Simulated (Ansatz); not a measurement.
Saddle point of CH2OS, closed shell (CH₂OS ([OH][CH][S]) → CH₂OS ([O][CH][SH]); bonds formed: H1–S5; bonds broken: H1–O2), PBE0-D4/def2-TZVP structure:

```
atom    x (Å)    y (Å)    z (Å)
  H1   0.5834  -0.8381   0.6743
  O2   0.2554  -0.8808  -0.6376
  C3  -0.1996   0.2431  -0.3098
  H4  -0.7021   0.8848  -1.0362
  S5   0.0629   0.5910   1.3094
```

Energies are electronic, without zero-point energy. Barriers and step energies count from the start structure reached by relaxing down the imaginary mode; all methods use the PBE0-D4 structures, on which another method's saddle can fall below an end. Program: Ansatz 0.2.0. Basis: def2-TZVPP, with def2-QZVPP for the basis limit. Cores are frozen in the correlated methods. B3LYP uses VWN-RPA correlation. Extrapolation: Hartree–Fock as exp(−7.88 √X), correlation as X^−2.97.

```
      method  barrier (kJ/mol)  step energy (kJ/mol)
       SPW92              93.7                   1.5
      PBE-D4                 ?                  -9.4
     BLYP-D4             113.8                 -13.1
   r2SCAN-D4             116.1                  -8.6
      B97M-V             127.1                  -9.6
     PBE0-D4             122.3                  -6.3
    B3LYP-D4             128.4                  -9.7
  r2SCAN0-D4                 ?                  -5.3
    BHLYP-D4             150.1                  -7.4
CAM-B3LYP-D4             132.5                  -8.1
     wB97X-V             130.8                 -10.6
     wB97M-V             130.3                  -5.3
      B2PLYP                 ?                  -7.1
    PBE-QIDH             129.2                  -3.7
  RPA on PBE             123.5                  -7.9
          HF             183.4                 -12.5
         MP2             123.0                  -2.9
        CCSD             141.9                  -7.0
     CCSD(T)             130.4                  -5.2
```

Fill in the withheld barriers. (An estimate is asked for; the value comes from the calculation.)

Computed: PBE-D4 103.4; B2PLYP 126.9; r2SCAN0-D4 130.0 kJ/mol. Each is the energy of the saddle less that of the start structure, by the same method.

For comparison, the barrier by CCSD(T) at an estimated basis limit (MP2 extrapolated from triple and quadruple zeta, plus CCSD(T) − MP2 in triple zeta) is 129.6 kJ/mol.

No T1 diagnostic of these runs exceeds 0.023.

Labels in which every atom is bracketed show which atoms are joined, not bond orders.

For scale, one of the runs: CCSD(T)/def2-TZVPP, 132 basis functions, launched by `ansatz run in.yaml --threads 2 --pin off --events-out ev --progress --plain --max-ram 4352MiB`. Hardware: 2 CPU threads of an Intel Xeon Platinum 8488C, shared host. Wall time 12 s; peak host memory 0.67 GiB.
